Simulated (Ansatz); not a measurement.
**doublet CO2(+): levels of theory in one basis**

```xyz
3

O     0.0000    0.0000   -1.2947
C     0.0000    0.0000    0.0000
O     0.0000    0.0000    1.2947
```

Basis set: def2-SVP (spherical functions). Frozen core: 3 orbitals. Correlation on ROHF uses semicanonical orbitals with singles. Charge 1, multiplicity 2.

Computed with Ansatz (development build ahead of 0.2.0); each method stands on the lowest determinant of its kind that the runs found.

```tsv
method	E − E(ROHF) (eV)	<S²> of the determinant
ROHF	0.00	0.75
UHF	-1.26	1.18
ROHF-MP2	-13.38	–
UHF-MP2	-12.53	1.18
ROHF-CCSD(T)	-14.40	–
UHF-CCSD(T)	-14.39	1.18
```

**Question.** Is a single determinant a sound starting point here?

**Answer.** It is doubtful. Unrestricted orbitals lower Hartree–Fock by 1.26 eV and <S²> is 1.18 where a pure state has 0.75, a sign of strong static correlation.

Caution for ROHF, ROHF-MP2, ROHF-CCSD(T): an unrestricted determinant lies well below; the determinant may break the point group. Caution for UHF, UHF-MP2, UHF-CCSD(T): the unrestricted determinant is spin contaminated. Caution for ROHF-MP2, UHF-MP2: MP2 on this radical cation hangs on the determinant chosen. Caution for ROHF-MP2: another reference gives a lower total.
